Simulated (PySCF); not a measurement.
A geometry optimisation on `[O]P=O` [radical].

Method: PBE0-D3(BJ)/def2-SVP geometry optimisation, gas phase (PySCF 2.14.0). Start geometry: GFN2-xTB. The input is one job of a driver script: a line of settings, then coordinates in Å.

Input:
```
{"job": {"xc": "PBE0", "basis": "def2-SVP", "d3": "d3bj", "grid": 1, "kind": "geom"}, "charge": 0, "multiplicity": 2}
O      1.303240    -0.194140    -0.006350
P     -0.006210     0.460390    -0.021080
O     -1.274070    -0.271320     0.002330
```

Output:
```
step   0  E = -491.25193356  max force = 0.038787
step   1  E = -491.25718126  max force = 0.000512
step   2  E = -491.25718190  max force = 0.000143
optimisation converged
```

Energies in Eh; «max force» is the largest Cartesian gradient component in Eh/bohr.

Task: Give the first gradient maximum in eV/Å.

Result: With 1 Eh/bohr = 51.422 eV/Å, 1.995 eV/Å.

Main results: final energy -491.25718 Eh after 2 steps; dipole 1.48 D.

Task: Give the final coordinates.

Result: 0.081 Å rms from the input after alignment:
```
atom  x, y, z in Å
O1     1.3783   -0.1500   -0.0095
P2    -0.0055    0.3872   -0.0190
O3    -1.3498   -0.2423    0.0035
```

Hardware: an Arm Neoverse V2 with one thread, on a shared host. Cost: 2.4 s wall.
Labels such as C1 count atoms from 1, the log's own numbers from 0.
